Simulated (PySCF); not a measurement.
# UB2PLYP/STO-3G run of BSiH3 (SMILES B[SiH])

What is the energy change on altering one bond length of BSiH3 at UB2PLYP/STO-3G? Input form: a Python script.

Program for the calculation: PySCF 2.14.0.

13 further runs of the same task are left out: 1 that didn't finish, 12 set aside as unsound or not needed.

## Step 1: The molecule

BSiH3 has 5 atoms, charge 0, and is taken as a triplet. SMILES: `B[SiH]`. Geometry: relaxed at GFN2-xTB.

Bond lengths: B1–Si2 1.878 Å, B1–H3 1.179 Å, B1–H4 1.176 Å, Si2–H5 1.476 Å. Angles: B1–Si2–H5 134.9°, Si2–B1–H3 120.6°, Si2–B1–H4 121.0°, H3–B1–H4 118.4°.

## Step 2: The energy at UB2PLYP/STO-3G

Input file job.py:

```python
# B[SiH]
from pyscf import gto, dft, mp

mol = gto.M(
    atom='''
B   -0.206730  -0.708170   0.126670
Si   0.760780   0.829450  -0.350440
H   -1.303690  -0.620750   0.549520
H    0.263590  -1.779740   0.010050
H    0.486040   2.279200  -0.335800
''',
    basis='sto-3g',
    spin=2,
    verbose=3,
    max_memory=1860,
)

calc0 = dft.UKS(mol, xc='0.53*HF + 0.47*B88, 0.73*LYP')
calc0.grids.level = 5
calc0.conv_tol = 1e-10
calc0.kernel()
if not calc0.converged:
    calc0 = calc0.newton().run(calc0.mo_coeff, calc0.mo_occ)

pt = mp.MP2(calc0, frozen=6).run()
e_final = calc0.e_tot + 0.27 * pt.e_corr
print('PT2 part  %.8f' % (0.27 * pt.e_corr))
print('E = %.10f Eh' % e_final)
```

Started as:

```
$ OMP_NUM_THREADS=1 python job.py
```

Standard output:

```text
WARN: HOMO -0.0765166409994743 >= LUMO -0.0906453138980955

converged SCF energy = -312.106949813633  <S^2> = 2.0011481  2S+1 = 3.0007653
E(UMP2) = -312.18598253851  E_corr = -0.0790327248771607
E(SCS-UMP2) = -312.193232134195  E_corr = -0.0862823205621157
PT2 part  -0.02133884
E = -312.1282886494 Eh
```

It took 3.3 s on 1 thread of Arm Neoverse V2, shared host; peak memory 0.19 GiB.

## Step 3: The distorted shape at the same level

Input file job.py:

```python
from pyscf import gto, dft, mp

mol = gto.M(
    atom='''
B    0.670848  -0.778107  -0.211614
Si   1.638358   0.759513  -0.688724
H   -1.303690  -0.620750   0.549520
H    1.141168  -1.849677  -0.328234
H    1.363618   2.209263  -0.674084
''',
    verbose=3,
    charge=0,
    max_memory=1860,
    basis='sto-3g',
    spin=2,
)

mf = dft.UKS(mol, xc='0.53*HF + 0.47*B88, 0.73*LYP')
mf.conv_tol = 1e-10
mf.grids.level = 5
mf.kernel()
if not mf.converged:
    mf = mf.newton().run(mf.mo_coeff, mf.mo_occ)

pt = mp.MP2(mf, frozen=6).run()
e_tot = mf.e_tot + 0.27 * pt.e_corr
print('PT2 part  %.8f' % (0.27 * pt.e_corr))
print('E(%s) = %.9f' % ('B2PLYP', e_tot))
```

Started as:

```
$ OMP_NUM_THREADS=1 python job.py
```

Standard output:

```text
WARN: HOMO -0.0838090735765523 >= LUMO -0.0980930190545969

converged SCF energy = -311.946956047638  <S^2> = 2.3199397  2S+1 = 3.2062063
E(UMP2) = -312.038258122195  E_corr = -0.0913020745565959
E(SCS-UMP2) = -312.044715699842  E_corr = -0.0977596522042464
PT2 part  -0.02465156
E(B2PLYP) = -311.971607608
```

Run time: 3.9 s. Hardware: 1 thread of Arm Neoverse V2, shared host; peak memory 0.19 GiB.

## Step 4: Outcome

Level: UB2PLYP/STO-3G, 6 core orbitals frozen.

| quantity | value |
| --- | --- |
| first shape: total energy | -312.12829 Eh |
| first shape: dipole moment (SCF part) | 1.67 D |
| first shape: HOMO energy (SCF part's orbitals) (highest over α and β) | -4.07 eV |
| first shape: LUMO energy (SCF part's orbitals) (lowest over α and β) | 2.48 eV |
| first shape: ⟨S²⟩ | 2.001 |
| distorted shape: total energy | -311.97161 Eh |
| distorted shape: dipole moment (SCF part) | 1.80 D |
| distorted shape: HOMO energy (SCF part's orbitals) (highest over α and β) | -4.04 eV |
| distorted shape: LUMO energy (SCF part's orbitals) (lowest over α and β) | 2.23 eV |
| distorted shape: ⟨S²⟩ | 2.320 |
| energy change with the B1–H3 bond stretched from 1.179 to 2.122 Å | 4.264 eV |

In words: With the B1–H3 bond stretched from 1.179 to 2.122 Å the energy rises by 4.26 eV (98 kcal/mol). The first shape isn't relaxed at this level, so the change isn't measured from a minimum. The minimal basis adds a large error of its own. ⟨S²⟩ (distorted shape) is 2.32 where a pure triplet has 2.00: the reference is spin-contaminated. Mulliken charges (distorted shape) run from -0.13 on H5 to +0.32 on Si2.
